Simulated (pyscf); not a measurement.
Single points on ωB97X-D3(BJ)/def2-SVP structures (PySCF, gas phase). MP2 and CC: frozen core, UHF for open shells. ΔMP2 is the change of the MP2 total energy from the triple- to the quadruple-zeta basis.

Task: Estimate the classical barrier height and the reaction energy of `[CH2][F]` [doublet] + `[ClH]` → `[CH3][F]` + `[Cl]` [doublet] at CCSD(T)/def2-TZVPP + ΔMP2(QZVPP). The step runs on the doublet surface, breaks Cl–H and forms C–H; take the separated reactants as zero.

Result: ΔE‡ = 3.8 kcal/mol, ΔE = -2.0 kcal/mol. Zero-point energy shifts the barrier by +0.3 kcal/mol. It is a hydrogen abstraction, with an imaginary mode of 1027i cm⁻¹. This is the saddle that the search found; another between the same sides may lie lower. The angle at the transferred H is 176°. The CCSD(T) − MP2 part came from Ansatz, without density fitting, on the same reference. Left out: the spin-orbit lowering of Cl.
